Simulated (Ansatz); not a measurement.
# Si₂NH₆ radical: basis-set convergence

The task here is to estimate one member of a computed series from the others.

Program: Ansatz 0.2.0, Gaussian basis. Level of theory: one geometry, several basis sets. These are calculated values, not measurements.

Levels to be run: PBE0-D4/def2-SVP; ωB97M-V/def2-SVP; PBE0-D4/def2-QZVPP; ωB97M-V/def2-QZVPP; CCSD(T)/cc-pV(D+d)Z; CCSD(T)/cc-pV(T+d)Z; CCSD(T)/cc-pV(Q+d)Z; the functionals' def2-TZVPP values are taken from earlier runs.

**The relaxed structure**

All runs share one geometry, relaxed beforehand with PBE0-D4 in a triple-zeta def2 set.

SMILES `N[SiH][SiH3]`, 9 atoms, charge 0, spin multiplicity 2.

Atoms are counted from 1 here; the program's logs count them from 0.

Bond lengths: N1–Si2 1.726 Å, N1–H4 1.007 Å, N1–H5 1.007 Å, Si2–Si3 2.338 Å, Si2–H6 1.494 Å, Si3–H7 1.491 Å, Si3–H8 1.490 Å, Si3–H9 1.488 Å. Angles: Si2–N1–H4 121.0°, Si2–N1–H5 120.5°, H4–N1–H5 111.4°, N1–Si2–Si3 110.8°, N1–Si2–H6 105.7°, Si3–Si2–H6 112.7°, Si2–Si3–H7 114.8°, Si2–Si3–H8 108.4°, Si2–Si3–H9 108.6°, H7–Si3–H8 107.8°, H7–Si3–H9 108.7°, H8–Si3–H9 108.3°.

The first run:

in.yaml

```yaml
crystal:
  periodic: [false, false, false]
  atoms:
    - {symbol: N, position_ang: [-0.800122, 0.840294, -1.401345]}
    - {symbol: Si, position_ang: [-0.412586, 0.902057, 0.278940]}
    - {symbol: Si, position_ang: [0.627803, -1.077022, 0.962541]}
    - {symbol: H, position_ang: [-1.356728, 0.089936, -1.777724]}
    - {symbol: H, position_ang: [-0.920915, 1.689329, -1.930011]}
    - {symbol: H, position_ang: [0.461641, 2.102092, 0.448155]}
    - {symbol: H, position_ang: [1.938503, -1.353910, 0.307225]}
    - {symbol: H, position_ang: [-0.282415, -2.217043, 0.659822]}
    - {symbol: H, position_ang: [0.833320, -1.021934, 2.435297]}
basis:
  gaussian: {orbitals: def2-SVP}
magnetization: {spin_polarized: true, initial_magnetization: 1}
hamiltonian: {xc: pbe0, dispersion: d4}
output: {orbitals: {seedname: orbitals}}
```

Launch:

```bash
$ ansatz run in.yaml --threads 2 --pin off --events-out ev --progress --plain --max-ram 32768MiB --backend cpu
```

Among the steps run: PBE0-D4 in def2-SVP; ωB97M-V in def2-SVP; PBE0-D4 in def2-QZVPP; ωB97M-V in def2-QZVPP.

One of the session's tables, all rows but one given; the rest of the session is left out.

```
functional       basis  HOMO (eV)  LUMO (eV)
   PBE0-D4    def2-SVP      -5.08      -1.84
   PBE0-D4  def2-TZVPP      -5.21      -1.94
   PBE0-D4  def2-QZVPP      -5.25      -1.99
   ωB97M-V    def2-SVP      -6.80      -0.14
   ωB97M-V  def2-TZVPP      -6.95      -0.33
   ωB97M-V  def2-QZVPP          ?          ?
```

Estimate the missing values for ωB97M-V, def2-QZVPP.

**Answer.** HOMO (eV): -6.99; LUMO (eV): -0.44. In the column «HOMO (eV)» it is the lowest.
